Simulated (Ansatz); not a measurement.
## How methods fare on vertical ionisation energies

Ansatz 0.2.0, functionals in def2-QZVPP, HF, MP2 and coupled cluster extrapolated from def2-TZVPP and def2-QZVPP (exp(−7.88 √X), X^−2.97); geometries are PBE0/def2-TZVP minima. Wave-function levels freeze the cores; HF, MP2 and coupled cluster are restricted for singlets and unrestricted otherwise, Kohn–Sham unrestricted where that lies lower. The best estimate adds to that CCSD(T) limit the step from CCSD(T) to the highest level run in a smaller set (CCSDT(Q)/cc-pVDZ, CCSDT(Q)/cc-pVTZ, CCSDTQ/cc-pVDZ, full CI/cc-pVDZ, full CI/cc-pVTZ). It lacks core correlation, which semilocal and hybrid functionals hold and which counts in their errors here, (a few kJ/mol in atomization energies of light atoms) is good to about 1 kcal/mol where the step is under 0.06 eV, as here, and is no measured value. An error is the level's value less this estimate. Energies are electronic, without zero-point terms. No spin–orbit coupling and no scalar relativity. B2PLYP's MP2 part freezes the cores and isn't at its limit in this set. CCSD(T)'s error is that step with its sign reversed, by construction, and steps from double-zeta sets run high. The species are chosen: bound, without strong static correlation by their natural occupations or amplitudes, in their lowest spin state as far as vertical gaps and like structures tell, with only the lowest ion state computed, and with a ladder that closes on the reference, so errors are smaller than for species at large; levels whose determinant breaks symmetry or spin markedly are left out.

```tsv
species	quantity	reference	value (eV)	error CCSD	error CCSD(T)	error PBE	error BLYP	error B3LYP	error wB97M-V	error B2PLYP
HB–AlH, triplet Σ⁻ (B–Al 1.909, B–H 1.183, Al–H 1.571, angles at Al 180°, angles at B 180°)	vertical ionisation to the doublet	limit + step to CCSDTQ/cc-pVDZ	7.634	-0.118	-0.018	0.196	-0.087	0.004	-0.094	-0.117
AlOB, singlet (O–Al 1.757, B–O 1.280, angle at O 180°)	vertical ionisation to the doublet	limit + step to CCSDTQ and CCSDT(Q)/cc-pVDZ	8.929	0.006	0.018	-0.513	-0.593	-0.267	-0.017	-0.243
HOC, doublet (C–O 1.265, O–H 0.984, angle at O 114°)	vertical ionisation to the singlet	limit + step to CCSDT(Q)/cc-pVTZ	8.445	0.064	0.007	0.183	0.106	0.341	-0.010	0.120
NH3, singlet (N–H 1.012, angles at N 107°)	vertical ionisation to the doublet	limit + step to CCSDTQ and CCSDT(Q)/cc-pVDZ	10.955	-0.105	-0.003	-0.041	-0.076	0.000	-0.063	-0.081
HBe–BeH, singlet (Be–Be 2.105, Be–H 1.348, angles at Be 180°, angles at Be 180°)	vertical ionisation to the doublet	limit + step to full CI/cc-pVDZ	9.719	-0.031	-0.003	-0.363	-0.441	-0.169	-0.080	-0.195
O–C–PH, singlet (C–O 1.149, C–P 1.676, P–H 1.424, angles at C 176°, angles at P 87°)	vertical ionisation to the doublet	limit + step to CCSDT(Q)/cc-pVDZ	9.448	-0.107	0.010	-0.068	-0.201	-0.023	-0.101	-0.099
HC–CH, singlet (C–C 1.197, C–H 1.065, angles at C 180°, angles at C 180°)	vertical ionisation to the doublet	limit + step to CCSDT(Q)/cc-pVTZ	11.542	-0.169	0.002	-0.112	-0.239	-0.166	-0.246	-0.131
HMgLi, singlet (Li–Mg 2.790, Mg–H 1.746, angle at Mg 180°)	vertical ionisation to the doublet	limit + step to full CI/cc-pVTZ	6.363	-0.020	-0.004	-0.112	-0.177	-0.019	0.063	-0.116
```

```tsv
level	mean absolute error (eV)	mean signed error	largest error
CCSD(T)	0.008	0.001	-0.018 (HB–AlH)
CCSD	0.077	-0.060	-0.169 (HC–CH)
wB97M-V	0.084	-0.069	-0.246 (HC–CH)
B3LYP	0.124	-0.037	0.341 (HOC)
B2PLYP	0.138	-0.108	-0.243 (AlOB)
PBE	0.198	-0.104	-0.513 (AlOB)
BLYP	0.240	-0.214	-0.593 (AlOB)
```
